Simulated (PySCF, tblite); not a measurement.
# BAsH6, a complex of two parts as drawn: NMR shifts, interaction energy, infrared bands, spin-spin couplings, core binding energies and electronic excitations, part 2 of 3

tblite 0.8.0 and PySCF 2.14.0. Atoms count from 0, parts from 1. The steps go on from the part before.

## 5. Coupled-cluster interaction energy: CCSD(T) and MP2

What the job is given:

```
{"job": {"kind": "intercc", "basis": "aug-cc-pVDZ", "basis_mid": "aug-cc-pVTZ", "basis_large": "aug-cc-pVQZ"}, "charge": 0, "multiplicity": 1, "parts": [{"atoms": "0-3", "charge": 0, "multiplicity": 1}, {"atoms": "4-7", "charge": 0, "multiplicity": 1}]}
B     -0.455136     0.358554    -0.386310
H      0.689015     0.633353    -0.655130
H     -0.797924     0.620441     0.741221
H     -0.846295    -0.701165    -0.812082
As    -1.519267     1.709807    -1.500223
H     -3.023822     1.689526    -1.415491
H     -1.372704     1.693801    -3.000151
H     -1.295151     3.181175    -1.262776
```

Level: CCSD(T)/aug-cc-pVDZ and MP2/aug-cc-pVTZ, aug-cc-pVQZ counterpoise interaction energy, frozen core, gas phase.

Output:

```text
part 1, own basis, geometry of the cluster
final grid: 27328 points
cycle   1  E = -26.3658011485  dE = -2.694e-01  |g| = 1.925e-01  |ddm| = 3.084e+00
cycle   2  E = -26.3823059790  dE = -1.650e-02  |g| = 4.824e-02  |ddm| = 5.226e-01
cycle   3  E = -26.3833626661  dE = -1.057e-03  |g| = 1.096e-02  |ddm| = 1.283e-01
cycle   4  E = -26.3834380955  dE = -7.543e-05  |g| = 1.364e-03  |ddm| = 4.223e-02
cycle   5  E = -26.3834395093  dE = -1.414e-06  |g| = 2.799e-04  |ddm| = 4.922e-03
cycle   6  E = -26.3834395706  dE = -6.134e-08  |g| = 3.305e-05  |ddm| = 8.828e-04
cycle   7  E = -26.3834395715  dE = -8.195e-10  |g| = 2.335e-06  |ddm| = 1.460e-04
converged SCF energy = -26.3834395715

part 2, own basis, geometry of the cluster
final grid: 29192 points
cycle   1  E = -2235.9574343975  dE = -9.657e-01  |g| = 1.803e-01  |ddm| = 3.453e+00
cycle   2  E = -2235.9711680799  dE = -1.373e-02  |g| = 6.179e-02  |ddm| = 3.600e-01
cycle   3  E = -2235.9725038054  dE = -1.336e-03  |g| = 2.214e-02  |ddm| = 1.255e-01
cycle   4  E = -2235.9727534972  dE = -2.497e-04  |g| = 4.760e-03  |ddm| = 5.226e-02
cycle   5  E = -2235.9727692052  dE = -1.571e-05  |g| = 1.262e-03  |ddm| = 1.249e-02
cycle   6  E = -2235.9727706137  dE = -1.408e-06  |g| = 2.054e-04  |ddm| = 4.918e-03
cycle   7  E = -2235.9727706506  dE = -3.695e-08  |g| = 2.638e-05  |ddm| = 9.539e-04
cycle   8  E = -2235.9727706511  dE = -4.557e-10  |g| = 4.586e-06  |ddm| = 1.084e-04
converged SCF energy = -2235.9727706511

part 1, own basis, relaxed alone
final grid: 27328 points
cycle   1  E = -26.3839033830  dE = -2.713e-01  |g| = 1.856e-01  |ddm| = 3.135e+00
cycle   2  E = -26.3992425167  dE = -1.534e-02  |g| = 4.658e-02  |ddm| = 5.033e-01
cycle   3  E = -26.4002073646  dE = -9.648e-04  |g| = 9.354e-03  |ddm| = 1.313e-01
cycle   4  E = -26.4002567214  dE = -4.936e-05  |g| = 8.042e-04  |ddm| = 3.751e-02
cycle   5  E = -26.4002571507  dE = -4.294e-07  |g| = 1.206e-04  |ddm| = 3.742e-03
cycle   6  E = -26.4002571615  dE = -1.079e-08  |g| = 1.888e-05  |ddm| = 5.082e-04
cycle   7  E = -26.4002571618  dE = -2.926e-10  |g| = 1.551e-06  |ddm| = 8.003e-05
converged SCF energy = -26.4002571618

part 2, own basis, relaxed alone
final grid: 29192 points
cycle   1  E = -2235.9593460665  dE = -9.884e-01  |g| = 1.726e-01  |ddm| = 3.530e+00
cycle   2  E = -2235.9719493062  dE = -1.260e-02  |g| = 6.227e-02  |ddm| = 3.459e-01
cycle   3  E = -2235.9732764285  dE = -1.327e-03  |g| = 2.231e-02  |ddm| = 1.266e-01
cycle   4  E = -2235.9735480263  dE = -2.716e-04  |g| = 4.664e-03  |ddm| = 5.337e-02
cycle   5  E = -2235.9735649602  dE = -1.693e-05  |g| = 1.333e-03  |ddm| = 1.306e-02
cycle   6  E = -2235.9735665346  dE = -1.574e-06  |g| = 2.077e-04  |ddm| = 5.225e-03
cycle   7  E = -2235.9735665680  dE = -3.343e-08  |g| = 2.958e-05  |ddm| = 8.816e-04
cycle   8  E = -2235.9735665685  dE = -4.970e-10  |g| = 4.440e-06  |ddm| = 1.092e-04
converged SCF energy = -2235.9735665685

cluster
final grid: 7256 points
cycle   1  E = -2262.3644661891  dE = -9.730e-02  |g| = 1.457e-01  |ddm| = 4.102e+00
cycle   2  E = -2262.3785437320  dE = -1.408e-02  |g| = 5.605e-02  |ddm| = 7.707e-01
cycle   3  E = -2262.3815086748  dE = -2.965e-03  |g| = 2.273e-02  |ddm| = 2.579e-01
cycle   4  E = -2262.3819447498  dE = -4.361e-04  |g| = 2.868e-03  |ddm| = 1.819e-01
cycle   5  E = -2262.3819524318  dE = -7.682e-06  |g| = 5.430e-04  |ddm| = 2.045e-02
cycle   6  E = -2262.3819526130  dE = -1.812e-07  |g| = 1.159e-04  |ddm| = 4.534e-03
cycle   7  E = -2262.3819526226  dE = -9.639e-09  |g| = 2.660e-05  |ddm| = 1.425e-03
cycle   8  E = -2262.3819526229  dE = -2.956e-10  |g| = 7.974e-06  |ddm| = 1.958e-04
converged SCF energy = -2262.3819526229

part 1 in the basis of the cluster
final grid: 7256 points
cycle   1  E = -26.3834883512  dE = -4.900e-05  |g| = 1.328e-03  |ddm| = 8.161e-01
cycle   2  E = -26.3834888453  dE = -4.942e-07  |g| = 1.569e-04  |ddm| = 9.340e-02
cycle   3  E = -26.3834888566  dE = -1.124e-08  |g| = 1.490e-05  |ddm| = 1.174e-02
cycle   4  E = -26.3834888567  dE = -1.586e-10  |g| = 1.749e-06  |ddm| = 2.073e-04
converged SCF energy = -26.3834888567

part 2 in the basis of the cluster
final grid: 7256 points
cycle   1  E = -2235.9728594542  dE = -8.809e-05  |g| = 1.794e-03  |ddm| = 1.261e+00
cycle   2  E = -2235.9728601763  dE = -7.220e-07  |g| = 3.741e-04  |ddm| = 1.144e-01
cycle   3  E = -2235.9728601938  dE = -1.758e-08  |g| = 1.442e-04  |ddm| = 1.163e-02
cycle   4  E = -2235.9728601958  dE = -1.954e-09  |g| = 7.872e-06  |ddm| = 1.683e-03
cycle   5  E = -2235.9728601958  dE = -3.274e-11  |g| = 1.367e-06  |ddm| = 1.232e-04
converged SCF energy = -2235.9728601958

Interaction energy (kcal/mol)
  counterpoise      -29.634
  uncorrected       -32.971
  dispersion part     0.000
  deformation        11.158
  binding           -18.476

Decomposition of the uncorrected value (kcal/mol)
  electrostatic     -57.671
  Pauli             113.546
  orbital           -72.028
  dispersion          0.000
  correlation       -16.818

Charge of each part in the cluster: -0.111 0.111
part 1, own basis, geometry of the cluster
final grid: 27328 points
cycle   1  E = -26.3675421410  dE = -2.705e-01  |g| = 1.948e-01  |ddm| = 3.199e+00
cycle   2  E = -26.3840980060  dE = -1.656e-02  |g| = 4.841e-02  |ddm| = 5.392e-01
cycle   3  E = -26.3851618673  dE = -1.064e-03  |g| = 1.110e-02  |ddm| = 1.242e-01
cycle   4  E = -26.3852378142  dE = -7.595e-05  |g| = 1.397e-03  |ddm| = 4.317e-02
cycle   5  E = -26.3852392500  dE = -1.436e-06  |g| = 3.033e-04  |ddm| = 4.640e-03
cycle   6  E = -26.3852393199  dE = -6.993e-08  |g| = 3.548e-05  |ddm| = 9.455e-04
cycle   7  E = -26.3852393208  dE = -9.058e-10  |g| = 2.629e-06  |ddm| = 1.336e-04
converged SCF energy = -26.3852393208

part 2, own basis, geometry of the cluster
final grid: 29192 points
cycle   1  E = -2235.9605241493  dE = -9.724e-01  |g| = 2.038e-01  |ddm| = 7.819e+00
cycle   2  E = -2235.9745785480  dE = -1.405e-02  |g| = 8.538e-02  |ddm| = 5.652e-01
cycle   3  E = -2235.9760262837  dE = -1.448e-03  |g| = 2.701e-02  |ddm| = 2.411e-01
cycle   4  E = -2235.9763680293  dE = -3.417e-04  |g| = 6.030e-03  |ddm| = 7.193e-02
cycle   5  E = -2235.9763913744  dE = -2.335e-05  |g| = 1.550e-03  |ddm| = 2.602e-02
cycle   6  E = -2235.9763934829  dE = -2.109e-06  |g| = 2.645e-04  |ddm| = 6.971e-03
cycle   7  E = -2235.9763935447  dE = -6.178e-08  |g| = 3.366e-05  |ddm| = 1.271e-03
cycle   8  E = -2235.9763935454  dE = -7.071e-10  |g| = 5.905e-06  |ddm| = 1.568e-04
converged SCF energy = -2235.9763935454

part 1, own basis, relaxed alone
final grid: 27328 points
cycle   1  E = -26.3856838083  dE = -2.725e-01  |g| = 1.864e-01  |ddm| = 3.247e+00
cycle   2  E = -26.4010531070  dE = -1.537e-02  |g| = 4.676e-02  |ddm| = 5.261e-01
cycle   3  E = -26.4020240435  dE = -9.709e-04  |g| = 9.448e-03  |ddm| = 1.250e-01
cycle   4  E = -26.4020734415  dE = -4.940e-05  |g| = 8.056e-04  |ddm| = 3.767e-02
cycle   5  E = -26.4020738679  dE = -4.263e-07  |g| = 1.255e-04  |ddm| = 3.151e-03
cycle   6  E = -26.4020738795  dE = -1.165e-08  |g| = 1.937e-05  |ddm| = 4.016e-04
cycle   7  E = -26.4020738798  dE = -3.081e-10  |g| = 1.769e-06  |ddm| = 5.757e-05
converged SCF energy = -26.4020738798

part 2, own basis, relaxed alone
final grid: 29192 points
cycle   1  E = -2235.9624147860  dE = -9.948e-01  |g| = 1.949e-01  |ddm| = 7.682e+00
cycle   2  E = -2235.9753010429  dE = -1.289e-02  |g| = 8.484e-02  |ddm| = 4.828e-01
cycle   3  E = -2235.9767294051  dE = -1.428e-03  |g| = 2.660e-02  |ddm| = 2.187e-01
cycle   4  E = -2235.9770916445  dE = -3.622e-04  |g| = 5.820e-03  |ddm| = 7.317e-02
cycle   5  E = -2235.9771158314  dE = -2.419e-05  |g| = 1.642e-03  |ddm| = 2.495e-02
cycle   6  E = -2235.9771182012  dE = -2.370e-06  |g| = 2.701e-04  |ddm| = 7.334e-03
cycle   7  E = -2235.9771182595  dE = -5.839e-08  |g| = 3.815e-05  |ddm| = 1.332e-03
cycle   8  E = -2235.9771182603  dE = -7.471e-10  |g| = 5.795e-06  |ddm| = 1.736e-04
converged SCF energy = -2235.9771182603

cluster
final grid: 7256 points
cycle   1  E = -2262.3699246370  dE = -9.717e-02  |g| = 1.503e-01  |ddm| = 2.336e+00
cycle   2  E = -2262.3840547093  dE = -1.413e-02  |g| = 5.761e-02  |ddm| = 6.695e-01
cycle   3  E = -2262.3869568128  dE = -2.902e-03  |g| = 2.485e-02  |ddm| = 2.789e-01
cycle   4  E = -2262.3874764743  dE = -5.197e-04  |g| = 3.134e-03  |ddm| = 1.371e-01
cycle   5  E = -2262.3874844685  dE = -7.994e-06  |g| = 9.818e-04  |ddm| = 2.045e-02
cycle   6  E = -2262.3874847126  dE = -2.441e-07  |g| = 2.183e-04  |ddm| = 4.685e-03
cycle   7  E = -2262.3874847363  dE = -2.376e-08  |g| = 4.099e-05  |ddm| = 1.931e-03
cycle   8  E = -2262.3874847376  dE = -1.272e-09  |g| = 8.937e-06  |ddm| = 3.585e-04
cycle   9  E = -2262.3874847377  dE = -6.548e-11  |g| = 1.792e-06  |ddm| = 6.785e-05
converged SCF energy = -2262.3874847377

part 1 in the basis of the cluster
final grid: 7256 points
cycle   1  E = -26.3852491339  dE = -1.023e-05  |g| = 5.595e-04  |ddm| = 9.313e-01
cycle   2  E = -26.3852492108  dE = -7.695e-08  |g| = 5.477e-05  |ddm| = 9.312e-02
cycle   3  E = -26.3852492120  dE = -1.171e-09  |g| = 3.421e-06  |ddm| = 1.012e-02
cycle   4  E = -26.3852492120  dE = -8.065e-12  |g| = 3.180e-07  |ddm| = 1.645e-04
converged SCF energy = -26.3852492120

part 2 in the basis of the cluster
final grid: 7256 points
cycle   1  E = -2235.9764221775  dE = -2.789e-05  |g| = 9.643e-04  |ddm| = 9.016e-01
cycle   2  E = -2235.9764223181  dE = -1.406e-07  |g| = 1.592e-04  |ddm| = 7.730e-02
cycle   3  E = -2235.9764223210  dE = -2.887e-09  |g| = 7.120e-05  |ddm| = 8.238e-03
cycle   4  E = -2235.9764223214  dE = -4.120e-10  |g| = 8.576e-06  |ddm| = 8.444e-04
converged SCF energy = -2235.9764223214

Interaction energy (kcal/mol)
  counterpoise      -30.616
  uncorrected       -33.756
  dispersion part     0.000
  deformation        11.096
  binding           -19.520

Decomposition of the uncorrected value (kcal/mol)
  electrostatic     -57.950
  Pauli             113.724
  orbital           -71.996
  dispersion          0.000
  correlation       -17.534

Charge of each part in the cluster: -0.111 0.111
part 1 in the basis of the cluster: E(HF) = -26.375018612  E2 = -0.097321634  E(CCSD corr) = -0.121751526  (T) = -0.001935862
part 2 in the basis of the cluster: E(HF) = -2235.899941196  E2 = -0.156419441  E(CCSD corr) = -0.183080502  (T) = -0.005375639
cluster: E(HF) = -2262.299449985  E2 = -0.271674032  E(CCSD corr) = -0.316833454  (T) = -0.009445975

Counterpoise interaction energy (kcal/mol)
  hf_small                 -15.368
  mp2_small                -26.621
  ccsd_small               -22.899
  ccsdt_small              -24.238
  hf_large                 -16.198
  mp2_large                -30.616
  hf_middle                -16.067
  mp2_middle               -29.634
  scs_mp2_large            -26.842
  mp2_limit                -31.237
  ccsdt_less_mp2             2.383
  ccsdt_limit_estimate     -28.854
  bsse_mp2_large             3.140
```

It took 4.8 min on 1 thread of Arm Neoverse N1, shared host; peak memory 1.6 GiB.

Contacts at this geometry (a selection, picked against the atoms' radii; other short pairs can be missing):

| atoms | distance (Å) | kind (by distance and angle) | angle (°) |
| --- | --- | --- | --- |
| B0···As4 | 2.05 | bonding distance | – |

Differences are taken before rounding.

| method | interaction energy (kcal/mol) | from CCSD(T), limit estimate (kcal/mol) |
| --- | --- | --- |
| HF/aug-cc-pVDZ | -15.37 | +13.49 |
| MP2/aug-cc-pVDZ | -26.62 | +2.23 |
| CCSD/aug-cc-pVDZ | -22.90 | +5.96 |
| CCSD(T)/aug-cc-pVDZ | -24.24 | +4.62 |
| HF/aug-cc-pVQZ | -16.20 | +12.66 |
| MP2/aug-cc-pVQZ | -30.62 | -1.76 |
| SCS-MP2/aug-cc-pVQZ | -26.84 | +2.01 |
| MP2, extrapolated | -31.24 | -2.38 |
| CCSD(T), limit estimate | -28.85 | 0 |

These energies keep the parts at their geometry in the cluster; deforming them to it costs 11.10 kcal/mol (MP2).

At this geometry B0 and As4 of different parts are bonded (2.05 Å), so this energy is that of a chemical bond rather than of a weak contact.

## 6. Infrared spectrum: PBE0-D3(BJ)/def2-TZVPD

What the job is given:

```
{"job": {"kind": "irdft", "xc": "PBE0", "basis": "def2-TZVPD", "disp": "d3bj", "grid": 3}, "charge": 0, "multiplicity": 1, "parts": [{"atoms": "0-3", "charge": 0, "multiplicity": 1}, {"atoms": "4-7", "charge": 0, "multiplicity": 1}]}
B     -0.455136     0.358554    -0.386310
H      0.689015     0.633353    -0.655130
H     -0.797924     0.620441     0.741221
H     -0.846295    -0.701165    -0.812082
As    -1.519267     1.709807    -1.500223
H     -3.023822     1.689526    -1.415491
H     -1.372704     1.693801    -3.000151
H     -1.295151     3.181175    -1.262776
```

With the program's defaults for keys left out, this is: PBE0-D3(BJ)/def2-TZVPD harmonic vibrations by differences of gradients, gas phase.

Output:

```text
coarse grid: 27344 points
cycle   1  E = -2263.9353935171  dE = -7.975e-01  |g| = 5.332e-01  |ddm| = 2.319e+00
cycle   2  E = -2263.9274301241  dE =  7.963e-03  |g| = 5.648e-01  |ddm| = 7.933e-01
cycle   3  E = -2263.9910180392  dE = -6.359e-02  |g| = 1.593e-02  |ddm| = 4.090e-01
cycle   4  E = -2263.9910772928  dE = -5.925e-05  |g| = 5.832e-03  |ddm| = 2.664e-02
cycle   5  E = -2263.9910851752  dE = -7.882e-06  |g| = 2.743e-03  |ddm| = 8.741e-03
final grid: 93320 points
cycle   6  E = -2263.9911107606  dE =  2.363e-07  |g| = 3.017e-03  |ddm| = 5.076e-03
cycle   7  E = -2263.9911104323  dE =  3.283e-07  |g| = 3.320e-03  |ddm| = 4.762e-03
cycle   8  E = -2263.9911128360  dE = -2.404e-06  |g| = 4.954e-05  |ddm| = 2.444e-03
cycle   9  E = -2263.9911128365  dE = -5.207e-10  |g| = 3.981e-06  |ddm| = 4.021e-05
converged SCF energy = -2263.9911128365

mode    cm-1     km/mol
  1     191.1      0.00
  2     338.7      0.91
  3     339.2      0.92
  4     449.4      0.07
  5     781.9      6.16
  6     782.2      6.28
  7     906.7    162.61
  8    1017.0      5.55
  9    1017.1      5.55
 10    1067.9     91.31
 11    1139.0      4.38
 12    1139.3      4.38
 13    2284.1     81.80
 14    2297.8     35.06
 15    2298.1     34.93
 16    2463.4     31.96
 17    2554.0    105.16
 18    2555.1    104.96
```

It took 12 min on 1 thread of Arm Neoverse N1, shared host; peak memory 0.79 GiB.

The strongest bands and the atoms that carry them:

| cm⁻¹ | km/mol | atoms |
| --- | --- | --- |
| 907 | 162.6 | H7 30 %, H5 30 %, H6 29 % |
| 1068 | 91.3 | H2 26 %, H3 26 %, H1 26 %, B0 14 % |
| 2284 | 81.8 | H7 34 %, H6 34 %, H5 31 % |
| 2298 | 35.1 | H7 51 %, H6 48 % |
| 2554 | 105.2 | H2 49 %, H3 39 %, B0 11 % |
| 2555 | 105.0 | H1 59 %, H3 20 %, B0 11 % |

Strongest bands of the parts alone (cm⁻¹, km/mol): part 1: 1145 (78), 2692 (124), 2692 (123); part 2: 2214 (69), 2228 (97), 2228 (96).

On forming the cluster at 298.15 K and 1 atm (harmonic, kcal/mol): zero-point energy +3.63, all enthalpy terms beyond the electronic energy +2.37, −TΔS +9.72.

## 7. J couplings: B3LYP/pcSseg-1+pcJ-1

What the job is given:

```
{"job": {"kind": "j", "xc": "B3LYP", "basis": "pcJ-1"}, "charge": 0, "multiplicity": 1, "parts": [{"atoms": "0-3", "charge": 0, "multiplicity": 1}, {"atoms": "4-7", "charge": 0, "multiplicity": 1}]}
B     -0.455136     0.358554    -0.386310
H      0.689015     0.633353    -0.655130
H     -0.797924     0.620441     0.741221
H     -0.846295    -0.701165    -0.812082
As    -1.519267     1.709807    -1.500223
H     -3.023822     1.689526    -1.415491
H     -1.372704     1.693801    -3.000151
H     -1.295151     3.181175    -1.262776
```

Method: B3LYP/pcJ-1 As:pcSseg-1 indirect spin-spin coupling, non-relativistic, gas phase.

Output:

```text
coarse grid: 27344 points
cycle   1  E = -2264.0496861584  dE = -9.029e-01  |g| = 8.496e-01  |ddm| = 2.128e+00
cycle   2  E = -2264.0278721764  dE =  2.181e-02  |g| = 7.827e-01  |ddm| = 1.115e+00
cycle   3  E = -2264.1198532598  dE = -9.198e-02  |g| = 9.153e-02  |ddm| = 6.914e-01
cycle   4  E = -2264.1215298960  dE = -1.677e-03  |g| = 9.698e-03  |ddm| = 9.750e-02
cycle   5  E = -2264.1215589486  dE = -2.905e-05  |g| = 2.239e-03  |ddm| = 1.691e-02
cycle   6  E = -2264.1215602668  dE = -1.318e-06  |g| = 1.064e-03  |ddm| = 3.744e-03
final grid: 56520 points
cycle   7  E = -2264.1215536916  dE =  7.833e-08  |g| = 1.220e-03  |ddm| = 2.375e-03
cycle   8  E = -2264.1215535731  dE =  1.185e-07  |g| = 1.404e-03  |ddm| = 2.566e-03
cycle   9  E = -2264.1215540891  dE = -5.161e-07  |g| = 2.009e-05  |ddm| = 1.387e-03
cycle  10  E = -2264.1215540892  dE = -9.186e-11  |g| = 1.780e-06  |ddm| = 1.869e-05
converged SCF energy = -2264.1215540892

Indirect spin-spin couplings (Hz)
  i      j    bonds     total        FC       PSO       DSO        SD
  0 B    1 H    1    123.747   122.891    -0.302     0.929     0.228
  0 B    2 H    1    123.524   122.666    -0.300     0.931     0.227
  0 B    3 H    1    123.636   122.779    -0.301     0.930     0.228
  0 B    5 H    2     -0.711     0.120     0.315    -1.136    -0.010
  0 B    6 H    2     -0.759     0.078     0.319    -1.146    -0.010
  0 B    7 H    2     -0.735     0.099     0.317    -1.140    -0.010
  1 H    2 H    2    -10.766   -11.504     1.724    -1.025     0.039
  1 H    3 H    2    -10.750   -11.488     1.727    -1.028     0.039
  1 H    5 H    3     26.276    28.938     1.521    -4.189     0.006
  1 H    6 H    3     -0.443     0.423     0.476    -1.367     0.025
  1 H    7 H    3     -0.192     0.643     0.458    -1.318     0.026
  2 H    3 H    2    -10.758   -11.497     1.724    -1.024     0.039
  2 H    5 H    3     -0.143     0.683     0.452    -1.303     0.026
  2 H    6 H    3     26.424    29.103     1.523    -4.208     0.007
  2 H    7 H    3     -0.388     0.466     0.468    -1.349     0.025
  3 H    5 H    3     -0.373     0.478     0.468    -1.344     0.025
  3 H    6 H    3     -0.220     0.621     0.460    -1.327     0.026
  3 H    7 H    3     26.348    29.018     1.522    -4.198     0.006
  5 H    6 H    2     -3.684    -1.937     1.105    -2.960     0.108
  5 H    7 H    2     -3.748    -2.003     1.104    -2.958     0.108
  6 H    7 H    2     -3.669    -1.925     1.104    -2.958     0.108

== part 1 alone, relaxed ==
coarse grid: 2952 points
cycle   1  E = -26.6061595421  dE = -2.444e-01  |g| = 1.004e-01  |ddm| = 1.277e+00
cycle   2  E = -26.6089690106  dE = -2.809e-03  |g| = 3.926e-02  |ddm| = 1.534e-01
cycle   3  E = -26.6094980092  dE = -5.290e-04  |g| = 1.329e-02  |ddm| = 4.860e-02
cycle   4  E = -26.6095556330  dE = -5.762e-05  |g| = 5.122e-04  |ddm| = 1.179e-02
cycle   5  E = -26.6095557084  dE = -7.540e-08  |g| = 9.321e-06  |ddm| = 5.477e-04
final grid: 27328 points
cycle   6  E = -26.6164129706  dE = -1.822e-05  |g| = 1.325e-03  |ddm| = 4.738e-03
cycle   7  E = -26.6164132006  dE = -2.300e-07  |g| = 6.187e-04  |ddm| = 1.434e-03
cycle   8  E = -26.6164133237  dE = -1.231e-07  |g| = 1.535e-04  |ddm| = 6.696e-04
cycle   9  E = -26.6164133310  dE = -7.386e-09  |g| = 2.725e-06  |ddm| = 1.329e-04
cycle  10  E = -26.6164133311  dE = -3.148e-12  |g| = 5.510e-07  |ddm| = 4.162e-06
converged SCF energy = -26.6164133311

Indirect spin-spin couplings (Hz)
  i      j    bonds     total        FC       PSO       DSO        SD
  0 B    1 H    1    139.139   140.288    -1.691    -0.059     0.601
  0 B    2 H    1    139.141   140.290    -1.691    -0.059     0.601
  0 B    3 H    1    139.148   140.297    -1.691    -0.059     0.601
  1 H    2 H    2      2.858     3.064     2.188    -2.566     0.171
  1 H    3 H    2      2.861     3.068     2.189    -2.566     0.171
  2 H    3 H    2      2.860     3.067     2.189    -2.566     0.171

== part 2 alone, relaxed ==
coarse grid: 14752 points
cycle   1  E = -2237.4647131729  dE = -9.811e-01  |g| = 7.075e-01  |ddm| = 1.504e+00
cycle   2  E = -2237.4685120408  dE = -3.799e-03  |g| = 5.010e-01  |ddm| = 2.925e-01
cycle   3  E = -2237.4809426431  dE = -1.243e-02  |g| = 8.150e-02  |ddm| = 2.278e-01
cycle   4  E = -2237.4814953365  dE = -5.527e-04  |g| = 1.415e-02  |ddm| = 8.951e-02
cycle   5  E = -2237.4815548899  dE = -5.955e-05  |g| = 9.992e-04  |ddm| = 2.426e-02
cycle   6  E = -2237.4815552759  dE = -3.860e-07  |g| = 1.677e-04  |ddm| = 1.308e-03
final grid: 29192 points
cycle   7  E = -2237.4815524303  dE = -5.891e-09  |g| = 1.525e-04  |ddm| = 4.422e-04
cycle   8  E = -2237.4815524311  dE = -8.004e-10  |g| = 1.784e-04  |ddm| = 3.488e-04
cycle   9  E = -2237.4815524342  dE = -3.139e-09  |g| = 1.218e-05  |ddm| = 1.436e-04
cycle  10  E = -2237.4815524342  dE = -4.184e-11  |g| = 9.824e-07  |ddm| = 1.719e-05
converged SCF energy = -2237.4815524342

Indirect spin-spin couplings (Hz)
  i      j    bonds     total        FC       PSO       DSO        SD
  1 H    2 H    2    -13.032   -12.443     0.854    -1.553     0.109
  1 H    3 H    2    -13.031   -12.441     0.854    -1.553     0.109
  2 H    3 H    2    -13.029   -12.439     0.854    -1.553     0.109
```

Wall time 22 s (1 thread of Arm Neoverse N1, shared host); peak memory 0.79 GiB.

A choice of the couplings up to four bonds, sorted by the number of bonds, with means over like pairs; isotopes 11B, 1H:

| pair | bonds | J (Hz) | Fermi contact (Hz) |
| --- | --- | --- | --- |
| B0–H1 | 1 | 123.6 | 122.8 |
| H1–H2 | 2 | -10.8 | -11.5 |
| H5–H6 | 2 | -3.7 | -2.0 |
| H1–H5 | 3 | 8.6 | 10.0 |

The response was solved for the nuclei of B, H alone, so couplings that need other nuclei can be missing.

Quadrupole couplings from the field gradients of the same density:

| atom | isotope | eQq/h (MHz) | η |
| --- | --- | --- | --- |
| As4 | 75As | -159.8 | 0.00 |
| B0 | 11B | 2.685 | 0.00 |

Against the parts alone, each relaxed by itself:

| pair | alone (Hz) | in the cluster | change (Hz) |
| --- | --- | --- | --- |
| B0–H2 | 139.1 | 123.5 | -15.6 |
| B0–H3 | 139.1 | 123.6 | -15.5 |
| B0–H1 | 139.1 | 123.7 | -15.4 |
| H1–H2 | 2.9 | -10.8 | -13.6 |
| H2–H3 | 2.9 | -10.8 | -13.6 |
| H1–H3 | 2.9 | -10.8 | -13.6 |

(Continued in part 3 of 3.)
